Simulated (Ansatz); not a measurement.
```yaml
crystal:
  periodic: [false, false, false]
  atoms:
    - {symbol: Hf, position_ang: [-1.528878, -0.506562, -0.000917]}
    - {symbol: N, position_ang: [0.260331, 0.004136, 0.000449]}
    - {symbol: N, position_ang: [1.268547, 0.502425, 0.000468]}
basis:
  gaussian: {orbitals: def2-TZVP}
magnetization: {spin_polarized: true, initial_magnetization: 4}
hamiltonian: {xc: pbe0}
relax: {f_tol: 0.004, max_steps: 80}
```

```sh
$ ansatz run in.yaml --threads 1 --pin off --events-out ev --progress --plain --max-ram 2176MiB
```

Steps of the relaxation (energy above the last step; positions in Å, forces in eV/Å):

```
3
step 1, 370.3 meV
Hf   -1.529   -0.507   -0.001   -3.910   -1.322   -0.002
N     0.260    0.004    0.000    0.045   -0.222    0.001
N     1.269    0.502    0.000    3.865    1.544    0.001
```

```
3
step 2, 42.8 meV
Hf   -1.613   -0.541   -0.001   -0.618   -0.316    0.000
N     0.282    0.026    0.000    1.296    0.869   -0.001
N     1.332    0.515    0.001   -0.678   -0.552    0.001
```

```
3
step 3, 15.1 meV
Hf   -1.631   -0.555   -0.001   -0.150   -0.133    0.000
N     0.285    0.051    0.000    0.878    0.599   -0.001
N     1.346    0.504    0.001   -0.728   -0.466    0.000
```

```
3
step 4, 0.3 meV
Hf   -1.638   -0.575   -0.001    0.003    0.003    0.000
N     0.281    0.100    0.000   -0.223   -0.083    0.000
N     1.356    0.476    0.001    0.220    0.080    0.000
```

```
3
step 5, 0.0 meV
Hf   -1.637   -0.575   -0.001    0.002    0.000    0.000
N     0.280    0.098    0.000   -0.001    0.000    0.000
N     1.357    0.477    0.001   -0.001   -0.001    0.000
```

Close pairs at the end: N2–N3 1.141 Å, Hf1–N2 2.032 Å, Hf1–N3 3.173 Å.

A stationary point of unrestricted PBE0 after 5 steps, with ⟨S²⟩ = 6.021 against 6.00 for a pure state; no frequencies were run, so it isn't proven a minimum. 6.4 min on 1 thread of Arm Neoverse N1, shared host.
